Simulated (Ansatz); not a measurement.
## PBE against other levels and measurement: hcp Zn

Programs: Ansatz (a quantum-chemistry and plane-wave program).

```json
[
 {"property": "lattice constant a (Å)", "PBE": "2.645", "LDA": "2.559", "PBEsol": "2.598", "r²SCAN": "2.605", "HSE06": "2.626", "reference": "2.665*", "PBE less reference": "-0.75 %"},
 {"property": "lattice parameter c (Å)", "PBE": "5.032", "LDA": "4.803", "PBEsol": "4.866", "r²SCAN": "4.924", "HSE06": "5.196", "reference": "4.946*", "PBE less reference": "+1.74 %"},
 {"property": "bulk modulus B0 (GPa)", "PBE": "62.5", "LDA": "92.4", "PBEsol": "81.8", "r²SCAN": "75.6", "HSE06": "–", "reference": "69.7", "PBE less reference": "-10.3 %"},
 {"property": "cohesive energy (eV/atom)", "PBE": "1.11", "LDA": "1.88", "PBEsol": "1.58", "r²SCAN": "1.47", "HSE06": "1.18", "reference": "1.38", "PBE less reference": "-0.27 eV/atom"},
 {"property": "elastic constant C11 (GPa)", "PBE": "177", "LDA": "242", "PBEsol": "215", "r²SCAN": "222", "HSE06": "–", "reference": "177", "PBE less reference": "0.0 %"},
 {"property": "elastic constant C33 (GPa)", "PBE": "65.4", "LDA": "92.8", "PBEsol": "82.8", "r²SCAN": "71.7", "HSE06": "–", "reference": "68.5", "PBE less reference": "-4.5 %"},
 {"property": "elastic constant C44 (GPa)", "PBE": "32.1", "LDA": "45.9", "PBEsol": "43.2", "r²SCAN": "43.6", "HSE06": "–", "reference": "45.9", "PBE less reference": "-30 %"},
 {"property": "Voigt–Reuss–Hill bulk modulus (GPa)", "PBE": "67.0", "LDA": "95.1", "PBEsol": "84.1", "r²SCAN": "79.6", "HSE06": "–", "reference": "–", "PBE less reference": "–"},
 {"property": "polycrystal shear modulus (GPa)", "PBE": "41.8", "LDA": "57.1", "PBEsol": "52.2", "r²SCAN": "52.7", "HSE06": "–", "reference": "–", "PBE less reference": "–"}
]
```

PBE is well off the measurement for the lattice parameter c (+1.74 %); cohesive energy (-0.27 eV/atom, at least halved by r²SCAN); elastic constant C44 (-30 %, at least halved by LDA, PBEsol, r²SCAN). It does well for the elastic constant C11 (0.0 %), elastic constant C33 (-4.5 %). In between, or not called against an uncorrected reference: lattice constant a (-0.75 %), bulk modulus (-10.3 %). Where no measured value is used, PBE differs from r²SCAN by -15.8 % in the Voigt–Reuss–Hill bulk modulus; from r²SCAN by -21 % in the Voigt–Reuss–Hill shear modulus.

A star marks values at room or unstated temperature without corrections; heat and zero-point motion as a rule enlarge cells and lower moduli and gaps.

Low-temperature values still hold zero-point motion unless their source removed it.

Called good within 5.0 % for the elastic constant C11, 5.0 % for the elastic constant C33.

Called well off clearly beyond 14.4 % for the bulk modulus, 0.20 eV/atom for the cohesive energy, 10.0 % for the elastic constant C11, 10.0 % for the elastic constant C33, 10.0 % for the elastic constant C44 (bounds picked here from the quality of each reference); the lattice parameter c is called against an uncorrected reference, since a correction would as a rule widen the miss or is far smaller.

The references are measured values: lattice constant a room temperature, lattice parameter c room temperature, bulk modulus corrected to a static lattice, cohesive energy corrected to a static lattice, elastic constant C11 low temperature, elastic constant C33 low temperature, elastic constant C44 low temperature.

Unless a row names a cell, each level is at its own relaxed cell.

Ansatz's density-functional and Hartree–Fock values are scalar-relativistic unless marked +SOC, with PAW data made under PBE.

References as tabulated in Galib et al. (2023), arXiv:2209.08184; Wikipedia's data pages; doi:10.1021/acs.jctc.3c00612; Jana et al. (2018), arXiv:1807.00350.
